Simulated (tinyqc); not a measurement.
Inside a calculation. Method: Pariser-Parr-Pople SCF with singles CI, for the molecule Oc1c[cH+]1 (SMILES; centres numbered as the heavy atoms are written). Computed by tinyqc, a small Python program that keeps every step. Settings: charge = 1, gamma = MN, start = core, damping = 0.5, iteration cap = 54, excitations kept = 4. Command: `OMP_NUM_THREADS=1 python tinyqc.py 25282 25283 out.jsonl` (the two numbers bound the seeds that draw the settings). One thread of a shared host (Intel(R) Xeon(R) Processor @ 2.60GHz), about 0.01 s of CPU time with the checks. Later iterations appear only in the table of the cycle.

## PPP integrals

Centres (angstrom, eV; a flat drawing with bonds scaled to 1.40 angstrom):
```
centre,x,y,core charge z,W,gamma_rr
1O,1.656000,0.000000,2,33.000000,21.500000
2C,0.256000,0.000000,1,11.160000,11.130000
3C,-0.956000,0.700000,1,11.160000,11.130000
4C,-0.956000,-0.700000,1,11.160000,11.130000
```

Resonance integrals (eV):
```
i,j,beta
1,2,-2.240000
2,3,-2.390000
3,4,-2.390000
4,2,-2.390000
```

Mataga-Nishimoto: gamma = 14.399645/(R + a), a = 2 x 14.399645/(gamma_rr + gamma_ss); H_rr = -W_r - sum_(s != r) z_s gamma_rs; H_rs = beta for bonds.

repulsion gamma_rs (eV), lower triangle:
```
,1O,2C,3C,4C
1O,21.500000
2C,6.308436,11.130000
3C,4.014652,5.346287,11.130000
4C,4.014652,5.346287,5.345539,11.130000
```

core matrix H (eV), lower triangle:
```
,1O,2C,3C,4C
1O,-47.337739
2C,-2.240000,-34.469446
3C,0.000000,-2.390000,-29.881130
4C,0.000000,-2.390000,-2.390000,-29.881130
```

## Starting guess

pi electrons, sum of z_r less the charge = 4

Orbitals of the core matrix H.

P at the start, lower triangle:
```
,1O,2C,3C,4C
1O,1.988313
2C,0.091948,1.276627
3C,-0.085976,0.676396,0.367530
4C,-0.085976,0.676396,0.367530,0.367530
```

## Iteration 1: Fock matrix

F_rr = H_rr + P_rr gamma_rr / 2 + sum_(s != r) P_ss gamma_rs; F_rs = H_rs - P_rs gamma_rs / 2; E = tr P (H + F) / 2 + core repulsion sum_(r<s) z_r z_s gamma_rs.

F (eV), lower triangle:
```
,1O,2C,3C,4C
1O,-14.958847
2C,-2.530023,-10.892031
3C,0.172583,-4.198104,-11.063580
4C,0.172583,-4.198104,-3.372323,-11.063580
```

pi energy = -72.720641 eV

## Iteration 1: orbitals and new P

Diagonalise F (the basis is taken as orthonormal) and form P = 2 sum c c over the lowest orbitals; 0.5 of the old P is kept.

orbital energies (eV): -19.296131  -15.054482  -7.691257  -5.936167

P after iteration 1, lower triangle:
```
,1O,2C,3C,4C
1O,1.937718
2C,0.234395,1.009266
3C,-0.137197,0.652717,0.526508
4C,-0.137197,0.652717,0.526508,0.526508
```

## Iteration 2: Fock matrix

As before.

F (eV), lower triangle:
```
,1O,2C,3C,4C
1O,-15.912891
2C,-2.979333,-10.999186
3C,0.275400,-4.134806,-10.961554
4C,0.275400,-4.134806,-3.797235,-10.961554
```

pi energy = -74.090603 eV

## Iteration 2: orbitals and new P

As before.

orbital energies (eV): -19.666284  -15.982413  -7.164319  -6.022170

P after iteration 2, lower triangle:
```
,1O,2C,3C,4C
1O,1.900506
2C,0.325491,0.869897
3C,-0.169333,0.633328,0.614799
4C,-0.169333,0.633328,0.614799,0.614799
```

## Iteration 3: Fock matrix

As before.

F (eV), lower triangle:
```
,1O,2C,3C,4C
1O,-16.483207
2C,-3.266668,-11.065471
3C,0.339906,-4.082976,-10.892758
4C,0.339906,-4.082976,-4.033215,-10.892758
```

pi energy = -74.861016 eV

## Iteration 3: orbitals and new P

As before.

orbital energies (eV): -19.916145  -16.490617  -6.859543  -6.067887

P after iteration 3, lower triangle:
```
,1O,2C,3C,4C
1O,1.874544
2C,0.382454,0.797351
3C,-0.188843,0.618984,0.664053
4C,-0.188843,0.618984,0.664053,0.664053
```

## Convergence

Stop when output and input P, before any damping, agree to 1e-7.

Course of the cycle:
```
iteration,E (eV),largest |P(out) - P(in)|
1,-72.72064143,5.35e-01
2,-74.09060253,2.79e-01
3,-74.86101632,1.45e-01
4,-75.27628372,7.55e-02
5,-75.49452696,4.32e-02
6,-75.60742019,2.65e-02
7,-75.66521863,1.62e-02
8,-75.69460610,9.87e-03
9,-75.70947734,6.02e-03
10,-75.71697783,3.67e-03
11,-75.72075189,2.24e-03
...,...,...
22,-75.72455189,9.82e-06
23,-75.72455283,6.00e-06
24,-75.72455330,3.66e-06
25,-75.72455353,2.24e-06
26,-75.72455365,1.37e-06
27,-75.72455371,8.34e-07
28,-75.72455374,5.09e-07
29,-75.72455375,3.11e-07
30,-75.72455376,1.90e-07
31,-75.72455376,1.16e-07
32,-75.72455376,7.09e-08
```

Converged in 32 iterations.

## Converged orbitals

Charges are z - P_rr.

orbital energies (eV): -20.360520  -17.114230  -6.431588  -6.137926

coefficients:
```
,MO1,MO2,MO3,MO4
1O,0.603536,0.740517,0.000000,-0.295600
2C,0.579537,-0.152792,0.000000,0.800495
3C,0.387222,-0.462758,0.707107,-0.368666
4C,0.387222,-0.462758,-0.707107,-0.368666
```

pi charges: 1O 0.174759, 2C 0.281583, 3C 0.271829, 4C 0.271829

## Singles CI, singlets

Over the 4 single excitations with the smallest orbital gaps: A = (e_a - e_i) delta + 2 (ia|jb) - (ij|ab), with (pq|rs) = sum c_mp c_mq gamma_mn c_nr c_ns. f = 2/3 w |mu|^2 in atomic units, mu = sqrt2 sum c_ia sum_m c_mi c_ma R_m.

singlet CI matrix (eV), lower triangle:
```
,2>3,2>4,1>3,1>4
2>3,7.305610
2>4,0.000000,7.236341
1>3,-0.441640,0.000000,9.935250
1>4,0.000000,-0.284791,0.000000,10.195005
```

singlet excitation energies (eV): 7.209178  7.233420  10.007441  10.222168

oscillator strengths: 0.631614  0.192778  0.358088  0.048226

## Singles CI, triplets

Over the 4 single excitations with the smallest orbital gaps: A = (e_a - e_i) delta - (ij|ab), with (pq|rs) = sum c_mp c_mq gamma_mn c_nr c_ns.

triplet CI matrix (eV), lower triangle:
```
,2>3,2>4,1>3,1>4
2>3,4.828186
2>4,0.000000,4.341126
1>3,1.631395,0.000000,8.200598
1>4,0.000000,-0.169009,0.000000,6.795627
```

triplet excitation energies (eV): 4.168174  4.329543  6.807210  8.860610
